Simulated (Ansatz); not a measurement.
Basis-set series for CH5AlSi, SMILES `[CH2]1[AlH][SiH2]1`. The species carries charge 0 and has multiplicity 1. All single points use the PBE0-D4/def2-TZVP geometry.

```xyz
8

C    -0.301   -0.716   -0.489
Al   -1.226    0.798    0.323
Si    1.058    0.351    0.360
H    -0.502   -1.628    0.089
H    -0.200   -0.979   -1.541
H    -2.663    1.434    0.493
H     1.930    1.053   -0.622
H     1.905   -0.314    1.387
```

| functional | basis | functions | energy (Eh) | HOMO (eV) | LUMO (eV) |
| --- | --- | --- | --- | --- | --- |
| PBE0-D4 | def2-TZVPP | 185 | -572.71829 | -6.03 | -1.87 |
| PBE0-D4 | def2-QZVPP | 347 | -572.73754 | -6.03 | -1.89 |
| ωB97M-V | def2-TZVPP | 185 | -572.93078 | -7.98 | -0.20 |
| ωB97M-V | def2-QZVPP | 347 | -572.94918 | -7.99 | -0.31 |

(1) Give the rows for def2-SVP. (Best estimate.)

Results:

(1) Computed: 
```json
{"functional": "PBE0-D4", "basis": "def2-SVP", "functions": "75", "energy (Eh)": "-572.48738", "HOMO (eV)": "-6.03", "LUMO (eV)": "-1.86"}
{"functional": "ωB97M-V", "basis": "def2-SVP", "functions": "75", "energy (Eh)": "-572.69681", "HOMO (eV)": "-7.95", "LUMO (eV)": "-0.12"}
```
